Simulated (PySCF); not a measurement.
C2F4. Atoms are numbered in the order given.

```xyz
6

F      0.0000     1.1018    -1.3861
C      0.0000     0.0000    -0.6670
F      0.0000    -1.1018    -1.3861
C      0.0000     0.0000     0.6670
F      0.0000    -1.1018     1.3861
F      0.0000     1.1018     1.3861
```
Charge 0, spin multiplicity 1.

Geometry optimised at r2SCAN-D4/def2-SVP.

Computed with PySCF with HF/def2-TZVP.

Gas-phase values at a fixed geometry.

Computed frontier levels, gap, dipole moment and polarisability:
```json
{
  "highest_occupied_level": "-10.89 eV",
  "lowest_empty_level": "4.66 eV",
  "orbital_gap": "15.55 eV",
  "dipole_moment": "0.000 e·Å",
  "quadrupole, principal values (traceless, Buckingham form, about the centre of nuclear charge)": "-2.03, -1.40, 3.43 D·Å",
  "mean_static_polarisability": "24.8 bohr³ (3.68 Å³)",
  "polarisability_principal_values": "17.3, 23.8, 33.4 bohr³"
}
```
